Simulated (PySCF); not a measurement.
Compound: C5H10N (doublet state).
SMILES with atom numbers: `[H]/[N:6]=[CH:5]\[CH2:4][CH:3][CH2:2][CH3:1]` (hydrogens: H7, H8, H9 on C1; H10, H11 on C2; H12 on C3; H13, H14 on C4; H15 on C5; H16 on N6)

Cartesian coordinates in Å at the GFN2-xTB level; atoms count from 1:
```
atom  x, y, z in Å
C1     2.3204   -0.5419    0.2829
C2     0.8831   -0.0888    0.5447
C3     0.0614   -0.1194   -0.6873
C4    -1.0780    0.7909   -0.8943
C5    -2.1601   -0.0218   -0.2094
N6    -2.5617    0.0771    0.9778
H7     2.3313   -1.5460   -0.1341
H8     2.8051    0.1284   -0.4228
H9     2.8929   -0.5442    1.2072
H10    0.4493   -0.7559    1.3066
H11    0.8846    0.9195    0.9686
H12    0.1469   -0.9831   -1.3264
H13   -0.9388    1.7516   -0.3958
H14   -1.3163    0.9374   -1.9480
H15   -2.5689   -0.8370   -0.7964
H16   -2.1588    0.8424    1.5154
```

The hyperfine couplings belong to this conformer and change with its torsions.

Level of theory: UKS B3LYP, pcH-1 on C H N, non-relativistic, mean-field spin-orbit, GIAO in PySCF. The structure is a single GFN2-xTB conformer in the gas phase; no vibrational or solvent corrections. A GFN2-xTB geometry isn't a minimum of the functional, and hyperfine couplings can be far from their values at a DFT geometry. No stability test was run, so a lower SCF solution isn't excluded.

Principal values of hyperfine tensors in MHz (contact and dipolar terms together), for some of the nuclei:

```tsv
atom	isotope	A1	A2	A3
H10	1H	121.68	123.52	134.17
C3	13C	19.33	20.53	248.16
C5	13C	59.31	68.25	85.65
H12	1H	-93.83	-57.69	-21.13
H14	1H	43.91	44.40	57.31
C2	13C	-30.67	-29.14	-26.75
C4	13C	-29.68	-26.04	-24.27
H13	1H	15.47	16.95	28.08
```

**Question.** Give the isotropic coupling of each nucleus in MHz and in mT (g = 2.0029), and the anisotropic part.

**Answer.** a_iso is a third of the trace, T = A − a_iso, and a(mT) = a(MHz)/(g × 13.996).

```csv
atom,a_iso (MHz),a_iso (mT),T1,T2,T3
H10,126.46,4.511,-4.77,-2.94,7.71
C3,96.01,3.425,-76.67,-75.48,152.15
C5,71.07,2.535,-11.76,-2.82,14.58
H12,-57.55,-2.053,-36.28,-0.14,36.42
H14,48.54,1.732,-4.63,-4.14,8.77
C2,-28.86,-1.029,-1.81,-0.29,2.10
C4,-26.67,-0.951,-3.02,0.62,2.39
H13,20.17,0.720,-4.70,-3.22,7.91
```

**Question.** What spin density at the nucleus of H14 lies behind its contact coupling (g_N = 5.58569)?

**Answer.** a_FC = (2μ0/3) gₑ μB g_N μN ρ(0)/(2S·h) = 800.24 MHz × g_N × ρ(0)/(2S), with ρ in bohr⁻³. With a_FC = 48.54 MHz and 2S = 1, ρ(0) = 0.01086 bohr⁻³. In magnitude that is 3.4 % of the 1/π = 0.318 of a free hydrogen atom.

**Question.** C1 (13C, g_N = 1.40482) isn't in the table. Its spin density at the nucleus is 0.02896 bohr⁻³. What is its contact coupling?

**Answer.** By the same relation, a_FC = 32.6 MHz. Its full tensor has the principal values 30.20, 30.43, 37.02 MHz.

**Question.** Which nucleus of the table has the largest anisotropic coupling, and what is its form?

**Answer.** C3: -76.7, -75.5, 152.2 MHz, axial, in the ratio −1:−1:+2, the form that spin in one p orbital centred on that nucleus gives.

**Question.** In a single crystal, with the field along each principal axis of the tensor of C5 in turn, what first-order splitting does this nucleus give (isotropic g, quadrupole terms neglected)?

**Answer.** 2 lines (I = 1/2), spaced by |A_i|/(g × 13.996): 2.12, 2.43, 3.06 mT along the axes of A1, A2 and A3.
